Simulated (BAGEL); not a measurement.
# A workflow on CH7BSi (SMILES CB[SiH3])

Aim: the energy (HF/def2-SVP), then the energy (NEVPT2(2,2)/def2-SVP), then a single-point energy (CASPT2(2,2)/def2-SVP) of CH7BSi. 

The results are computed with BAGEL 1.2.2.

1 further run of the same task is left out (set aside as unsound or not needed).

### 1 Starting point

CH7BSi: 10 atoms, total charge 0, spin state singlet. SMILES: `CB[SiH3]`. The C1–B2 distance was set to 3.565 Å, away from the relaxed value. At this shape a bond of the SMILES string is far longer than usual.

Bond lengths: B2–Si3 2.018 Å, C1–H4 1.106 Å, C1–H5 1.092 Å, C1–H6 1.091 Å, B2–H7 1.201 Å, Si3–H8 1.491 Å, Si3–H9 1.491 Å, Si3–H10 1.494 Å. Angles: B2–Si3–H8 111.7°, B2–Si3–H9 114.0°, B2–Si3–H10 107.9°, Si3–B2–H7 117.0°, H8–Si3–H9 108.2°, H8–Si3–H10 107.1°, H9–Si3–H10 107.6°, H4–C1–H5 105.3°, H4–C1–H6 106.0°, H5–C1–H6 110.4°.

### 2 The energy at HF/def2-SVP (density fitting with svp-jkfit) (run 1)

calc.json reads:

```json
{ "bagel": [

{
  "title": "molecule",
  "basis": "svp",
  "df_basis": "svp-jkfit",
  "angstrom": "true",
  "geometry": [
    { "atom": "C", "xyz": [   -2.647808,    2.242141,   -0.429996 ] },
    { "atom": "B", "xyz": [    0.112000,    0.000300,   -0.689900 ] },
    { "atom": "Si", "xyz": [    1.014100,   -0.883100,    0.884800 ] },
    { "atom": "H", "xyz": [   -3.518308,    1.574641,   -0.569296 ] },
    { "atom": "H", "xyz": [   -2.717808,    2.979341,   -1.233096 ] },
    { "atom": "H", "xyz": [   -2.788508,    2.721241,    0.540304 ] },
    { "atom": "H", "xyz": [    0.516800,   -0.288200,   -1.783700 ] },
    { "atom": "H", "xyz": [    1.154200,   -2.354100,    0.685500 ] },
    { "atom": "H", "xyz": [    0.324900,   -0.654200,    2.186700 ] },
    { "atom": "H", "xyz": [    2.393700,   -0.320800,    0.999300 ] }
  ]
},
{
  "title": "hf"
},
{
  "title": "print",
  "file": "orbitals.molden",
  "orbitals": "true"
}

]}
```

Launch:

```sh
$ BAGEL_NUM_THREADS=1 BAGEL calc.json > calc.out
```

The log of the run:

```text
* using 1 threads per process

  ===============================================================
  ===============================================================

  *** Geometry ***

  { "atom" : "C", "xyz" : [     -5.003632,      4.237032,     -0.812575 ] },
  { "atom" : "B", "xyz" : [      0.211649,      0.000567,     -1.303722 ] },
  { "atom" : "Si", "xyz" : [      1.916371,     -1.668817,      1.672030 ] },
  { "atom" : "H", "xyz" : [     -6.648639,      2.975640,     -1.075814 ] },
  { "atom" : "H", "xyz" : [     -5.135913,      5.630139,     -2.330214 ] },
  { "atom" : "H", "xyz" : [     -5.269516,      5.142400,      1.021027 ] },
  { "atom" : "H", "xyz" : [      0.976610,     -0.544619,     -3.370704 ] },
  { "atom" : "H", "xyz" : [      2.181122,     -4.448604,      1.295407 ] },
  { "atom" : "H", "xyz" : [      0.613972,     -1.236259,      4.132264 ] },
  { "atom" : "H", "xyz" : [      4.523437,     -0.606224,      1.888403 ] },

  Number of auxiliary basis functions:      404

  Since a DF basis is specified, we compute 2- and 3-index integrals:
    o Being stored without compression. Storage requirement is 0.021 GB

  Number of basis functions:       81
  Number of electrons      :       32

    * METHOD: MOLECULE                             0.15

  *** RHF ***

  === Nuclear Repulsion ===
    74.5100135445

      * DIIS with orbital gradients will be used.

  === RHF iteration (svp) ===
      0       -354.86815463          0.01910215           0.04
      1       -354.79771812          0.02441618           0.04
      2       -355.14157298          0.00287606           0.04
      3       -355.15072641          0.00149638           0.04
      4       -355.15254846          0.00055510           0.04
      5       -355.15274568          0.00023128           0.04
      6       -355.15278092          0.00004611           0.04
      7       -355.15278286          0.00000705           0.04
      8       -355.15278294          0.00000282           0.04
      9       -355.15278296          0.00000131           0.04
     10       -355.15278297          0.00000058           0.04
     11       -355.15278297          0.00000017           0.04
     12       -355.15278297          0.00000004           0.04
     13       -355.15278297          0.00000001           0.04
     14       -355.15278297          0.00000000           0.04
    * SCF iteration converged.

    * Permanent dipole moment:
           (   -0.250737,     0.337219,     0.113161) a.u.

    * METHOD: HF                                   0.70

    * METHOD: PRINT                                0.01

  ===============================================================
```

Run time: 0.99 s. Hardware: 1 thread of Arm Neoverse V2, shared host; peak memory 0.15 GiB.

### 3 A single-point energy at NEVPT2(2,2)/def2-SVP (density fitting with svp-jkfit) (run 2)

nevpt2.json reads:

```json
{ "bagel" : [

{
  "title" : "molecule",
  "basis" : "svp",
  "df_basis" : "svp-jkfit",
  "angstrom" : "true",
  "geometry" : [
    { "atom" : "C", "xyz" : [      -2.647808,       2.242141,      -0.429996 ] },
    { "atom" : "B", "xyz" : [       0.112000,       0.000300,      -0.689900 ] },
    { "atom" : "Si", "xyz" : [       1.014100,      -0.883100,       0.884800 ] },
    { "atom" : "H", "xyz" : [      -3.518308,       1.574641,      -0.569296 ] },
    { "atom" : "H", "xyz" : [      -2.717808,       2.979341,      -1.233096 ] },
    { "atom" : "H", "xyz" : [      -2.788508,       2.721241,       0.540304 ] },
    { "atom" : "H", "xyz" : [       0.516800,      -0.288200,      -1.783700 ] },
    { "atom" : "H", "xyz" : [       1.154200,      -2.354100,       0.685500 ] },
    { "atom" : "H", "xyz" : [       0.324900,      -0.654200,       2.186700 ] },
    { "atom" : "H", "xyz" : [       2.393700,      -0.320800,       0.999300 ] }
  ]
},

{ "title" : "hf" },

{ "title" : "casscf", "nstate" : 1, "nact" : 2, "nclosed" : 15, "active" : [16, 17], "maxiter" : 200, "natocc" : "true" },

{ "title" : "nevpt2", "nstate" : 1, "nact" : 2, "nclosed" : 15, "active" : [16, 17], "maxiter" : 200, "natocc" : "true", "ncore" : 7 },

{ "title" : "print", "file" : "orbitals.molden", "orbitals" : "true" }

]}
```

Launch:

```sh
$ BAGEL_NUM_THREADS=1 BAGEL nevpt2.json > nevpt2.out
```

The log of the run:

```text
* using 1 threads per process

  ===============================================================
  ===============================================================

  *** Geometry ***

  { "atom" : "C", "xyz" : [     -5.003632,      4.237032,     -0.812575 ] },
  { "atom" : "B", "xyz" : [      0.211649,      0.000567,     -1.303722 ] },
  { "atom" : "Si", "xyz" : [      1.916371,     -1.668817,      1.672030 ] },
[... 6 lines of this table left out ...]
  { "atom" : "H", "xyz" : [      4.523437,     -0.606224,      1.888403 ] },

  Number of auxiliary basis functions:      404

  Since a DF basis is specified, we compute 2- and 3-index integrals:
    o Being stored without compression. Storage requirement is 0.021 GB

[... 18 lines left out ...]
    * SCF iteration converged.
[... 1 line left out ...]
    * Permanent dipole moment:
[... 27 lines left out ...]
    * Second-order optimization converged. *
[... 1 line left out ...]
     guess   0:   closed 1.                   open ..

  === FCI iteration ===

      0  0      -355.13701016     8.65e-02      0.00
      1  0      -355.25211476     9.01e-03      0.00
      2  0 *    -355.25304035     2.30e-16      0.00

     * ci vector, state   0, <S^2> = 0.0000
       2.     0.8298846563
       .2    -0.5579349938

    * METHOD: CASSCF                               2.01

    * freezing 7 orbitals

  === DF-NEVPT2 calculation ===

    * 3-index integral transformation done
    * assembly done

      NEVPT2 correlation energy:   -0.2948873376      0.11

          (+0)     -0.2357481346
          (+0)'    -0.0097724661
          (+1)     -0.0085856515
          (+1)'    -0.0000000000
          (+2)     -0.0001208225
          (-1)     -0.0403362187
          (-1)'     0.0000000000
          (-2)     -0.0003240442

      NEVPT2 total energy:       -355.5479276886

    * METHOD: NEVPT2                               0.19

    * METHOD: PRINT                                0.01

  ===============================================================
```

Run time: 3.3 s. Hardware: 1 thread of Arm Neoverse V2, shared host; peak memory 0.15 GiB.

### 4 The energy at CASPT2(2,2)/def2-SVP (density fitting with svp-jkfit) (run 3)

caspt2.json reads:

```json
{ "bagel": [

{
  "title": "molecule",
  "basis": "svp",
  "df_basis": "svp-jkfit",
  "angstrom": "true",
  "geometry": [
    { "atom": "C", "xyz": [   -2.647808,    2.242141,   -0.429996 ] },
    { "atom": "B", "xyz": [    0.112000,    0.000300,   -0.689900 ] },
    { "atom": "Si", "xyz": [    1.014100,   -0.883100,    0.884800 ] },
    { "atom": "H", "xyz": [   -3.518308,    1.574641,   -0.569296 ] },
    { "atom": "H", "xyz": [   -2.717808,    2.979341,   -1.233096 ] },
    { "atom": "H", "xyz": [   -2.788508,    2.721241,    0.540304 ] },
    { "atom": "H", "xyz": [    0.516800,   -0.288200,   -1.783700 ] },
    { "atom": "H", "xyz": [    1.154200,   -2.354100,    0.685500 ] },
    { "atom": "H", "xyz": [    0.324900,   -0.654200,    2.186700 ] },
    { "atom": "H", "xyz": [    2.393700,   -0.320800,    0.999300 ] }
  ]
},
{
  "title": "hf"
},
{
  "title": "casscf",
  "nstate": 1,
  "nact": 2,
  "nclosed": 15,
  "active": [16, 17],
  "maxiter": 200,
  "natocc": "true"
},
{
  "title": "print",
  "file": "orbitals.molden",
  "orbitals": "true"
},
{
  "title": "smith",
  "method": "caspt2",
  "ms": "true",
  "xms": "true",
  "sssr": "true",
  "shift": 0.2,
  "shift_imag": "true",
  "ncore": 7
}

]}
```

Launch:

```sh
$ BAGEL_NUM_THREADS=1 BAGEL caspt2.json > caspt2.out
```

The log of the run:

```text
* using 1 threads per process

  ===============================================================
  ===============================================================

  *** Geometry ***

  { "atom" : "C", "xyz" : [     -5.003632,      4.237032,     -0.812575 ] },
  { "atom" : "B", "xyz" : [      0.211649,      0.000567,     -1.303722 ] },
  { "atom" : "Si", "xyz" : [      1.916371,     -1.668817,      1.672030 ] },
[... 6 lines of this table left out ...]
  { "atom" : "H", "xyz" : [      4.523437,     -0.606224,      1.888403 ] },

  Number of auxiliary basis functions:      404

  Since a DF basis is specified, we compute 2- and 3-index integrals:
    o Being stored without compression. Storage requirement is 0.021 GB

[... 18 lines left out ...]
    * SCF iteration converged.
[... 1 line left out ...]
    * Permanent dipole moment:
[... 27 lines left out ...]
    * Second-order optimization converged. *
[... 9 lines left out ...]
     * ci vector, state   0, <S^2> = 0.0000
[... 16 lines left out ...]
    * Zeroth order energy : state  0       -0.3084749872
[... 4 lines left out ...]
       #      aibj      arbs      arbi      airj      risj      airs      arst      rist         Etot      error   time
[... 2 lines left out ...]
       0  -0.23436  -0.00046  -0.04426  -0.00961  -0.00020  -0.01004  -0.00000  -0.00000   -0.2989343  0.0005775   0.05
       1  -0.23438  -0.00046  -0.04431  -0.00962  -0.00020  -0.01012  -0.00000  -0.00000   -0.2990901  0.0000607   0.04
       2  -0.23438  -0.00046  -0.04431  -0.00962  -0.00020  -0.01012  -0.00000  -0.00000   -0.2990919  0.0000068   0.04
       3  -0.23438  -0.00046  -0.04431  -0.00962  -0.00020  -0.01012  -0.00000  -0.00000   -0.2990919  0.0000009   0.05

      ------------------------------------------------------------------------------------------------------------------

    * CASPT2 energy : state  0     -355.5545064006
        w/o shift correction       -355.5521322849
        reference weight              0.8915795493

    * METHOD: SMITH                                0.31

  ===============================================================
```

Run time: 3.3 s. Hardware: 1 thread of Arm Neoverse V2, shared host; peak memory 0.15 GiB.

### 5 Results

| quantity | value |
| --- | --- |
| run 1, HF/def2-SVP: total energy | -355.15278 Eh |
| run 1, HF/def2-SVP: dipole moment | 1.11 D |
| run 1, HF/def2-SVP: HOMO energy | -6.96 eV |
| run 1, HF/def2-SVP: LUMO energy | -0.17 eV |
| run 1, HF/def2-SVP: HOMO–LUMO gap | 6.79 eV |
| run 2, NEVPT2(2,2)/def2-SVP: total energy | -355.54793 Eh |
| run 3, CASPT2(2,2)/def2-SVP: total energy | -355.55451 Eh |

In words: One bond (run 1, HF/def2-SVP) is far stretched, which a spin-restricted single reference describes badly; a broken-symmetry solution may lie lower.
